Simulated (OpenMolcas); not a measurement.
# HNO3 (nitric acid): MP2/cc-pVTZ

Aim: the energy of HNO3 (nitric acid). 

The calculation is run with OpenMolcas 26.06.

2 further runs of the same task are left out: 2 set aside as unsound or not needed.

**1. The structure to begin with**

HNO3 has 5 atoms, charge 0, and is taken as a singlet. As SMILES, `O=[N+]([O-])O`. Geometry: relaxed at GFN2-xTB. This is one conformer, not always the lowest.

Bond lengths: O1–N2 1.175 Å, N2–O3 1.185 Å, N2–O4 1.391 Å, O4–H5 0.973 Å. Angles: O1–N2–O3 130.4°, O1–N2–O4 114.4°, O3–N2–O4 115.3°, N2–O4–H5 111.0°.

**2. A single-point energy at MP2/cc-pVTZ**

Input file job.inp:

```
&GATEWAY
BasLib=$CurrDir
Coord
5
bohr
O      2.49205743    -0.60236910     1.41351514
N      0.49227366    -0.57190671     0.45058630
O     -1.07417702    -2.16702454     0.30874345
O     -0.12041335     1.70904941    -0.70388519
H     -1.78974072     1.63223204    -1.46894081
Basis=cc-pVTZ
Group=NoSym
&SEWARD
&SCF
PrOrbitals=0
&MBPT2
Frozen=4
```

The basis set cc-pVTZ is read from a file made from the Basis Set Exchange's data (not shown).

Run with:

```console
$ export MOLCAS_MEM=1860
$ pymolcas job.inp > job.log
```

The program printed:

```text
--- Start Module: gateway ---
[...]
--- Stop Module: gateway /rc=_RC_ALL_IS_WELL_ ---
[...]
      Basis functions          134
[...]
--- Start Module: scf ---
[...]
       Convergence after  13 Iterations
[...]
::    Total SCF energy                               -279.5609722272
[...]
      Total spin, S                                     0.0000000000
[...]
      Total electronic charge=   32.000000
      Total            charge=   -0.000000
[...]
      Dipole Moment (debye):
      Origin of the operator (angstrom)=    0.2171   -0.1959    0.1774
                   X= -1.8988E+00               Y=  1.3836E+00               Z= -1.4267E+00           Total=  2.7487E+00
      Quadrupole Moment (debye*angstrom):
[...]
--- Stop Module: scf /rc=_RC_ALL_IS_WELL_ ---
[...]
--- Start Module: mbpt2 ---
[...]
WARNING!
Default frozen orbitals as non valence orbitals is overwritten by user input.
Default values:   4
[...]
       Reference weight ( Cref**2 )         =        0.81009
::    Total MBPT2 energy                             -280.4852892786
[...]
      Total MBPT2 calculations                           1.12      1.26
--- Stop Module: mbpt2 /rc=_RC_ALL_IS_WELL_ ---
[...]
```

It took 28 s on 1 thread of Arm Neoverse V1, shared host; peak memory 0.98 GiB.

**3. Results**

At MP2/cc-pVTZ, 4 core orbitals frozen:

```
                                   quantity          value
                               total energy  -280.48529 Eh
         dipole moment (mean-field density)         2.75 D
        HOMO energy (Hartree–Fock orbitals)      -13.55 eV
        LUMO energy (Hartree–Fock orbitals)        2.92 eV
      HOMO–LUMO gap (Hartree–Fock orbitals)       16.47 eV
correlation energy (4 core orbitals frozen)     -924.3 mEh
```

In words: Mulliken charges of the mean-field density run from -0.33 on O3 to +0.61 on N2.
